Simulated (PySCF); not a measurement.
An unknown shows these calculated signals:

$^{1}$H NMR (300 MHz, computed): δ 6.20 (m, 2H).

$^{13}$C{$^{1}$H} NMR (computed): δ 143.8 (CH, m).

All values are calculated (PySCF 2.14): J couplings at B3LYP/pcJ-1, shielding tensors at PBE0/pcSseg-1 (GIAO), coordinates at the PBE0-D3(BJ)/def2-SVP level. Rapidly exchanging positions averaged, a single conformation, no relativistic terms, in vacuum.

Scale: $^{1}$H (31.27 ppm) and $^{13}$C (184.41 ppm) against TMS (reference shieldings calculated alike).

Question: Which of these does the molecule contain: a non-aromatic C=C double bond, an NH or NH2 group, a tert-butyl group, an S-methyl group?

Answer: 
- A non-aromatic C=C double bond: yes.
- An NH or NH2 group: no.
- A tert-butyl group: no.
- An S-methyl group: no.

The data belong to `InChI=1S/C2H2F2/c3-1-2-4/h1-2H/b2-1-`; they needn't prove each group on their own.

Carbon signals by region: 1 in the sp2 and nitrile region (100–160 ppm).

Common functionals overestimate the size of one-bond C–F couplings by tens of Hz; these are unscaled. Multiplet labels drop couplings under 1 Hz and merge nearly equal ones. Couplings among chemically equivalent protons are left out too, so labels in AA′BB′ or AA′XX′ sets are apparent multiplicities. Shifts are as computed. Against solution values, carbons near 30 ppm lie about +2 ppm off and those near 130 ppm about +4 ppm. Of 246 compounds with measured shifts, 49 miss one by over three times the rms of a fit or turn the order of signals round; such compounds aren't used in these exercises.
